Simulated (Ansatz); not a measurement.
**Pressure series in LiF**

The parent structure is LiF in the rock salt structure (space group Fm-3m, No. 225).

```
LiF
1.0
    0.00000     1.99510     1.99510
    1.99510     0.00000     1.99510
    1.99510     1.99510     0.00000
F Li
1 1
Cartesian
  0.00000   0.00000   0.00000
  1.99510   1.99510   1.99510
```

Cell and atoms are relaxed at each pressure.

All numbers come from r2SCAN (Ansatz, a first-principles code; PAW; 500 eV plane waves; no spin-orbit coupling).

| pressure (GPa) | volume per atom (Å³/atom) |
|---|---|
| -2 | 8.162 |
| -1 | 8.048 |
| 0 | 7.941 |
| 0.9 | 7.852 |
| 2.1 | ? |
| 4.5 | 7.538 |
| 9 | 7.221 |
| 15 | 6.883 |
| 22.5 | 6.547 |

Task: Fit the third-order Birch–Murnaghan form P(V) = (3B₀/2)[(V₀/V)^(7/3) − (V₀/V)^(5/3)]·[1 + (3/4)(B₀′ − 4)((V₀/V)^(2/3) − 1)] (squares taken in P) to the rows shown and predict the withheld row.

Result: Least squares on the printed values gives V₀ = 7.941 Å³/atom, B₀ = 77.4 GPa, B₀′ = 4.2; this predicts 7.740 Å³/atom, and the run gives 7.739 Å³/atom, in agreement.

Measured bulk modulus of LiF: 76.3 GPa (static lattice; corrected from measurement; as listed in Daniel Mejia-Rodriguez, S. B. Trickey, Phys. Rev. B (2018)); the computed value is 1 % above it.

Load acts through the strain it causes; cell and atoms are relaxed under it. Whether these cells are dynamically stable was not tested. No other phases were tried under pressure.
